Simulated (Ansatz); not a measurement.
Geometry optimisation, Ansatz 0.2.0, RKS B3LYP/def2-mTZVP.

Input file:

```yaml
crystal:
  periodic: [false, false, false]
  atoms:
    - { symbol: B, position_ang: [-0.367645, -1.037283, -0.405603] }
    - { symbol: S, position_ang: [-0.764633, 2.058305, -1.049512] }
    - { symbol: H, position_ang: [0.237695, -1.277413, -1.402553] }
    - { symbol: H, position_ang: [-1.536646, -1.265721, -0.373909] }
    - { symbol: H, position_ang: [-0.303804, 1.547429, 0.120634] }
    - { symbol: C, position_ang: [0.402363, -0.585242, 0.903601] }
    - { symbol: H, position_ang: [0.484385, 2.178722, -1.55544] }
    - { symbol: H, position_ang: [0.729627, -1.52226, 1.38517] }
    - { symbol: H, position_ang: [-0.20408, -0.072276, 1.652444] }
    - { symbol: H, position_ang: [1.322837, -0.024359, 0.725169] }
basis:
  gaussian: { orbitals: def2-mTZVP }
hamiltonian:
  xc: b3lyp
relax:
  f_tol: 0.03
  max_steps: 50
```

Command:

```bash
$ ansatz run input.yaml --threads 2 --pin off --max-ram 3072MiB --backend cpu --events-out ev --progress --plain --runs-dir out
```

**Question.** Where does it end, and by what steps?

**Answer.** It converged. The force dipped under the threshold on the way, but the program's further checks kept it going. After 13 steps the energy has fallen by 0.266 eV; H5 moved furthest, 0.81 Å. Joined: B1–S2 (3.19 → 2.15 Å).

| step | energy less start (eV) | largest force component (eV/Å) | accepted |
| --- | --- | --- | --- |
| 0 | 0.0000 | 0.371 | yes |
| 1 | -0.0455 | 0.350 | yes |
| 2 | -0.0642 | 0.159 | yes |
| 3 | -0.0871 | 1.119 | yes |
| 4 | -0.1363 | 1.030 | yes |
| 5 | -0.1922 | 0.574 | yes |
| 6 | -0.2198 | 0.282 | yes |
| 7 | -0.2367 | 0.138 | yes |
| 8 | -0.2552 | 0.099 | yes |
| 9 | -0.2077 | 0.802 | no |
| 10 | -0.2625 | 0.030 | yes |
| 11 | -0.2653 | 0.051 | yes |
| 12 | -0.2652 | 0.129 | no |
| 13 | -0.2656 | 0.007 | yes |

```xyz
10
Properties=species:S:1:pos:R:3
B -0.376 -0.653 -0.454
S -0.619 1.366 -1.159
H 0.134 -1.101 -1.447
H -1.543 -0.919 -0.343
H -0.947 2.014 -0.015
C 0.503 -0.610 0.875
H 0.659 1.815 -1.125
H 0.636 -1.640 1.230
H 0.041 -0.063 1.704
H 1.513 -0.209 0.734
```

Time of the run: 26 s on 2 threads of Arm Neoverse V1, with other jobs on the host, peak memory 0.14 GiB.
